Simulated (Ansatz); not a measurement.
**[CF3]+ (SMILES F[C+](F)F): levels of theory compared**

We compute a comparison of 6 runs (BHLYP/STO-3G, wB97X/STO-3G, UMP2/STO-3G, CCSDT(Q)/STO-3G, CCSDT/STO-3G, CCSD(T)/STO-3G) of [CF3]+. 

The calculation is run with Ansatz 0.2.0.

5 further runs of the same task are left out: 5 that didn't finish.

**1. The system as given**

[CF3]+ has 4 atoms, charge +1, and is taken as a singlet. SMILES: `F[C+](F)F`. The F3–C2 distance was set to 2.459 Å, away from the relaxed value. At this shape a bond of the SMILES string is far longer than usual.

Bond lengths: F1–C2 1.230 Å, C2–F4 1.230 Å. Angles: F1–C2–F4 120.0°.

**2. A single-point energy at BHLYP/STO-3G (run 1)**

in.yaml reads:

```yaml
crystal:
  periodic: [false, false, false]
  atoms:
    - symbol: F
      position_ang: [1.308087, 0.858780, 1.444791]
    - symbol: C
      position_ang: [0.609487, 0.973380, 0.439391]
    - symbol: F
      position_ang: [-0.609500, -0.973400, -0.439400]
    - symbol: F
      position_ang: [0.520487, 2.061380, -0.126609]
basis:
  gaussian:
    orbitals: STO-3G
accuracy: high
hamiltonian:
  xc: {name: BHLYP}
total_charge: 1
```

The run is started by

```sh
ansatz run in.yaml --threads 1 --pin off --max-ram 2610MiB --events-out events.jsonl --progress --plain --runs-dir runs
```

What it wrote:

```text
Warning: RAYON_NUM_THREADS=1 ignored (pool sized by the plan → 1); use --threads N
Functional definition: BHLYP
  name "BHLYP"
  parameter a = 0.5
  exchange = (1 - a)*b88_x + a*exact_x
  correlation = lyp_c
338 factors; integrals over basis functions are off by at most 5.1e-8 eV
mean field evaluation 1: about -9019.2372 eV, gradient 4.1e1 eV
mean field evaluation 2: about -8695.9301 eV, gradient 5.4e1 eV
mean field evaluation 4: about -9020.2020 eV, gradient 1.9e1 eV
mean field evaluation 8: about -9024.0478 eV, gradient 2.9e1 eV
mean field evaluation 16: about -9038.1418 eV, gradient 6.4e-2 eV
mean field -9038.14181003 eV, -332.1455852461 hartree, gradient 1.4e-8 eV, S^2 0.000000; 0 other end points of the search recorded, 0 dependent functions left out
reference -9038.14182128 eV, -332.1455856594 hartree; 16, 16 occupied and 4, 4 virtual orbitals, 338 factors
Total energy: -9038.14182128 eV, -332.1455856594 hartree
```

Run time: 1.1 s. Hardware: 1 thread of Arm Neoverse V2, shared host; peak memory 0.09 GiB.

**3. The energy at wB97X/STO-3G (run 2)**

in.yaml reads:

```yaml
crystal:
  periodic: [false, false, false]
  atoms:
    - {symbol: F, position_ang: [1.308087, 0.858780, 1.444791]}
    - {symbol: C, position_ang: [0.609487, 0.973380, 0.439391]}
    - {symbol: F, position_ang: [-0.609500, -0.973400, -0.439400]}
    - {symbol: F, position_ang: [0.520487, 2.061380, -0.126609]}
basis:
  gaussian: {orbitals: STO-3G}
total_charge: 1
hamiltonian: {xc: {name: wB97X}}
accuracy: high
```

The run is started by

```sh
ansatz run in.yaml --threads 1 --pin off --max-ram 2610MiB --events-out events.jsonl --progress --plain --runs-dir runs
```

What it wrote (excerpt; [...] marks lines left out):

```text
Warning: RAYON_NUM_THREADS=1 ignored (pool sized by the plan → 1); use --threads N
Functional definition: wB97X
  name "wB97X"
[...]
      + exact_x_lr(omega)
[...]
      + integral(e_c_pw_opposite_spin*poly(b97_u_opposite, 1, cos1, cos2, cos3, cos4))
338 factors; integrals over basis functions are off by at most 5.1e-8 eV
143 factors; integrals over basis functions are off by at most 1.5e-9 eV
[...]
mean field -9040.35516905 eV, -332.2269246897 hartree, gradient 2.0e-8 eV, S^2 0.000000; 0 other end points of the search recorded, 0 dependent functions left out
reference -9040.35516835 eV, -332.2269246641 hartree; 16, 16 occupied and 4, 4 virtual orbitals, 338 factors
Total energy: -9040.35516835 eV, -332.2269246641 hartree
```

It took 4.2 s on 1 thread of Arm Neoverse V2, shared host; peak memory 0.22 GiB.

**4. A single-point energy at UMP2/STO-3G (run 3)**

input.yaml reads:

```yaml
crystal:
  periodic: [false, false, false]
  atoms:
    - symbol: F
      position_ang: [1.308087, 0.858780, 1.444791]
    - symbol: C
      position_ang: [0.609487, 0.973380, 0.439391]
    - symbol: F
      position_ang: [-0.609500, -0.973400, -0.439400]
    - symbol: F
      position_ang: [0.520487, 2.061380, -0.126609]
basis:
  gaussian:
    orbitals: STO-3G
total_charge: 1
magnetization:
  spin_polarized: true
correlation:
  method: mp2
  frozen_orbitals: {C: 1, F: 1}
accuracy: high
```

The run is started by

```sh
ansatz run input.yaml --threads 1 --pin off --max-ram 2610MiB --events-out events.jsonl --progress --plain --runs-dir runs
```

What it wrote (excerpt; [...] marks lines left out):

```text
Warning: RAYON_NUM_THREADS=1 ignored (pool sized by the plan → 1); use --threads N
Functional definition: HF
  name "HF"
[...]
338 factors; integrals over basis functions are off by at most 5.1e-8 eV
[...]
mean field -9009.35270405 eV, -331.0876051152 hartree, gradient 4.6e-9 eV, S^2 1.007770; 16 other end points of the search recorded, 0 dependent functions left out
4 core orbitals not correlated: weight in the atoms' cores, before any rotation towards them, 1.000 or more for the frozen orbitals, at most 0.000 for the correlated occupied ones
reference -9009.35270405 eV, -331.0876051152 hartree; 12, 12 occupied and 4, 4 virtual orbitals, 338 factors
second order -3.04291141 eV of doubles, -0.00000000 eV of singles
Total energy: -9012.39561546 eV, -331.1994300471 hartree
```

It took 0.89 s on 1 thread of Arm Neoverse V2, shared host.

Runs 4 to 5 aren't shown in full; the table further down has their settings and results.

**5. The energy at CCSD(T)/STO-3G (run 6)**

molecule.yaml reads:

```yaml
crystal:
  periodic: [false, false, false]
  atoms:
    - symbol: F
      position_ang: [1.308087, 0.858780, 1.444791]
    - symbol: C
      position_ang: [0.609487, 0.973380, 0.439391]
    - symbol: F
      position_ang: [-0.609500, -0.973400, -0.439400]
    - symbol: F
      position_ang: [0.520487, 2.061380, -0.126609]
basis:
  gaussian:
    orbitals: STO-3G
total_charge: 1
correlation:
  method: ccsd_t
  frozen_orbitals: {C: 1, F: 1}
accuracy: high
scf:
  omitted_lower_state_checks: [cluster_reference, increment]
```

The run is started by

```sh
ansatz run molecule.yaml --threads 1 --pin off --max-ram 2610MiB --events-out events.jsonl --progress --plain --runs-dir runs
```

What it wrote (excerpt; [...] marks lines left out):

```text
Warning: RAYON_NUM_THREADS=1 ignored (pool sized by the plan → 1); use --threads N
[... 2 set-up lines as earlier in the session ...]
[...]
338 factors; integrals over basis functions are off by at most 5.1e-8 eV
[...]
mean field -9004.88989182 eV, -330.9235997908 hartree, gradient 1.8e-8 eV, S^2 0.000000; 2 other end points of the search recorded, 0 dependent functions left out; unrestricted orbitals would lower it
4 core orbitals not correlated: weight in the atoms' cores, before any rotation towards them, 1.000 or more for the frozen orbitals, at most 0.000 for the correlated occupied ones
reference -9004.88989182 eV, -330.9235997908 hartree; 12, 12 occupied and 4, 4 virtual orbitals, 338 factors
second order -5.66585857 eV of doubles, -0.00000000 eV of singles
cycle   1  -4.96699359 eV  change    -1.4e0 eV  update   1.5e-1
[...]
cycle  38  -7.65281276 eV  change   7.1e-10 eV  update  3.7e-10
perturbative correction -0.97238429 eV, -0.0357344636 hartree
WARN: these amplitudes may be one of several solutions (largest doubles amplitude 0.68, level shift 10.16 eV)
Total energy: -9013.51508887 eV, -331.2405699361 hartree
Checks for a lower state left out: cluster_reference, increment
```

It took 0.24 s on 1 thread of Arm Neoverse V2, shared host.

**6. Overview of the runs**

```
run            level  frozen core orbitals  energy (Eh)  wall time
  1     BHLYP/STO-3G                     –  -332.145586      1.1 s
  2     wB97X/STO-3G                     –  -332.226925      4.2 s
  3      UMP2/STO-3G                     4  -331.199430     0.89 s
  4  CCSDT(Q)/STO-3G                     4  -331.236762     0.76 s
  5     CCSDT/STO-3G                     4  -331.230755     0.76 s
  6   CCSD(T)/STO-3G                     4  -331.240570     0.24 s
```

**7. Summary of results**

```
                                          quantity          value
                               run 6: total energy  -331.24057 Eh
run 6: correlation energy (4 core orbitals frozen)     -317.0 mEh
                             run 6: (T) correction     -35.73 mEh
                              run 6: T1 diagnostic          0.056
```

In words: Totals of different functionals can't be ranked against each other. In run 6 the T1 diagnostic is large, so a single reference may not serve. In runs 4, 5, 6 the log says that unrestricted orbitals would lower the reference, so the values rest on an unstable closed-shell determinant (other closed-shell runs at this shape may share the fault). In runs 1, 2, 3, 4, 5, 6 the basis is minimal, so the values are rough. Spin contamination of the reference: run 3 ⟨S²⟩ = 1.01. Where it is this large, the reference is a mixture of spin states, and values that rest on it are in doubt. All runs together took 8 s, the longest 4.2 s.
